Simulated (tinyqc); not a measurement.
Worked calculation: Pariser-Parr-Pople SCF with singles CI, for the molecule C=C1C=C1N (SMILES; centres numbered as the heavy atoms are written). One step of it, computed by the program tinyqc.

Task: Singles CI, singlets. Over the 4 single excitations with the smallest orbital gaps: A = (e_a - e_i) delta + 2 (ia|jb) - (ij|ab), with (pq|rs) = sum c_mp c_mq gamma_mn c_nr c_ns. f = 2/3 w |mu|^2 in atomic units, mu = sqrt2 sum c_ia sum_m c_mi c_ma R_m.

orbital energies (eV): -16.708866  -13.047656  -9.565517  -0.489674  1.263145

coefficients:
```
         MO1        MO2        MO3        MO4        MO5
1C  0.182098  -0.302237   0.711094  -0.034672  -0.607155
2C  0.444552  -0.417318   0.326303   0.021602   0.721997
3C  0.452339  -0.298465  -0.464128  -0.664743  -0.221382
4C  0.599423   0.019459  -0.313577   0.697014  -0.236969
5N  0.453095   0.803143   0.272264  -0.265743   0.070141
```

repulsion gamma_rs (eV):
```
           1C         2C         3C         4C         5N
1C  11.610000   7.699974   4.840448   4.840159   3.645490
2C   7.699974  11.610000   7.699974   7.698811   5.000605
3C   4.840448   7.699974  11.610000   7.699974   5.000924
4C   4.840159   7.698811   7.699974  11.610000   8.400353
5N   3.645490   5.000605   5.000924   8.400353  17.490000
```

Centres (angstrom, eV; a flat drawing with bonds scaled to 1.40 angstrom):
```
centre          x          y  core charge z          W   gamma_rr
1C       1.912000  -0.662000              1  12.230000  11.610000
2C       0.700000   0.038000              1  12.230000  11.610000
3C       0.000000   1.250000              1  12.230000  11.610000
4C      -0.700000   0.038000              1  12.230000  11.610000
5N      -1.912000  -0.662000              2  28.870000  17.490000
```

Give: singlet CI matrix; singlet excitation energies; oscillator strengths.

Result:

singlet CI matrix (eV):
```
        3>4     3>5     2>4     2>5
3>4  3.8834  0.1661  0.4243  0.0213
3>5  0.1661  5.8021  0.3053  0.2359
2>4  0.4243  0.3053  6.7713  0.1055
2>5  0.0213  0.2359  0.1055  9.0502
```

singlet excitation energies (eV): 3.8149  5.7033  6.9140  9.0750

oscillator strengths: 0.1236  0.7789  0.4211  0.0013
